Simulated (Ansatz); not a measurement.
The same path of AlH4N + ClH (8 atoms, charge 0, multiplicity 1) was run 3 times with different band settings. Lost on the way: Cl7–H8. Made: Al1–Cl7, N2–H8.

All numbers below come from Ansatz, RKS B3LYP/def2-mTZVP.

Relaxed end points:

```xyz
8
Properties=species:S:1:pos:R:3
Al 0.044 -0.421 0.078
N -0.020 0.107 1.806
H -0.827 -0.090 2.388
H 0.811 0.105 2.388
H 1.464 -0.443 -0.605
H -1.329 -0.776 -0.608
Cl -0.395 3.258 1.853
H -0.236 1.920 1.814
```

```xyz
8
Properties=species:S:1:pos:R:3
Al 0.000 0.536 0.080
N -0.134 0.195 2.104
H -0.262 -0.786 2.349
H 0.707 0.523 2.576
H 1.335 -0.240 -0.284
H -1.415 0.022 -0.421
Cl 0.199 2.695 0.211
H -0.916 0.716 2.499
```

Common settings: spring 5.0 eV/Å²; optimiser quadratic models (default); start path through a guess of the saddle point; force threshold 0.03 eV/Å; end points relaxed.

| run | movable images | climbing image | iteration limit |
| --- | --- | --- | --- |
| 1 | 7 | yes | 60 |
| 2 | 7 | yes | 10 |
| 3 | 3 | no | 60 |

(1) What does each run give, and how far can it be trusted?

Answers

(1) Run 1: converged after 9 iterations, highest image 0.031 eV above the first end. A vibrational analysis at the climbing image gives one clearly imaginary mode, 101i cm⁻¹: a first-order saddle point.
Run 2: converged after 9 iterations, highest image 0.031 eV above the first end. Another band between the same ends (7 images) ends at a top of the same energy, where a vibrational analysis finds 1 clearly imaginary mode.
Run 3: converged after 8 iterations, highest image 0.032 eV above the first end. Neighbouring images differ by up to 1.4 eV, so the band resolves the path poorly. No image climbed, so the highest image needn't sit at the top of the path. So few images can step over the top or miss a turn of the path.
The orbitals stay closed-shell, which can raise the energy where a bond breaks towards radicals; this wasn't checked here.
